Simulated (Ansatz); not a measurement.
```yaml
crystal:
  periodic: [false, false, false]
  atoms:
    - {symbol: S, position_ang: [-1.496950, -0.148513, -0.001822]}
    - {symbol: C, position_ang: [0.076571, 0.458700, 0.003487]}
    - {symbol: Si, position_ang: [1.754425, -0.063579, 0.000347]}
    - {symbol: H, position_ang: [-2.176582, 1.030227, 0.006728]}
basis:
  gaussian: {orbitals: def2-TZVP}
magnetization: {spin_polarized: true, initial_magnetization: 1}
hamiltonian: {xc: pbe0}
relax: {f_tol: 0.004, max_steps: 80}
```

```sh
$ ansatz run in.yaml --threads 1 --pin off --events-out ev --progress --plain --max-ram 2176MiB
```

Steps of the relaxation (energy above the last step; positions in Å, forces in eV/Å):

```
4
step 1, 276.3 meV
S    -1.497   -0.149   -0.002    1.188    1.143    0.009
C     0.077    0.459    0.003    0.438   -1.746   -0.013
Si    1.754   -0.064    0.000   -1.429    0.781    0.005
H    -2.177    1.030    0.007   -0.197   -0.177   -0.001
```

```
4
step 2, 161.8 meV
S    -1.493   -0.127   -0.002    0.881    0.603    0.005
C     0.088    0.407    0.003   -0.014   -1.148   -0.009
Si    1.756   -0.041    0.001   -0.841    0.528    0.004
H    -2.194    1.038    0.007   -0.025    0.017    0.000
```

```
4
step 3, 48.4 meV
S    -1.501   -0.130   -0.002   -0.778    0.081    0.000
C     0.057    0.273    0.002    0.691   -0.220   -0.001
Si    1.729    0.051    0.001    0.134    0.175    0.001
H    -2.127    1.082    0.007   -0.048   -0.036    0.000
```

```
4
step 4, 2.9 meV
S    -1.547   -0.130   -0.002   -0.286   -0.053   -0.001
C     0.051    0.148    0.001    0.237    0.004    0.000
Si    1.736    0.136    0.002    0.015    0.035    0.000
H    -2.083    1.123    0.007    0.034    0.014    0.000
```

```
4
step 7, 0.0 meV
S    -1.563   -0.135   -0.002    0.000    0.000    0.000
C     0.048    0.117    0.001    0.000    0.000    0.000
Si    1.732    0.162    0.002    0.000    0.000    0.000
H    -2.059    1.133    0.008    0.000    0.000    0.000
```

Close pairs at the end: S1–H4 1.361 Å, S1–C2 1.630 Å, C2–Si3 1.685 Å.

A stationary point of unrestricted PBE0 after 7 steps, with ⟨S²⟩ = 0.755 against 0.75 for a pure state; no frequencies were run, so it isn't proven a minimum. 42 s on 1 thread of Arm Neoverse V1, shared host.
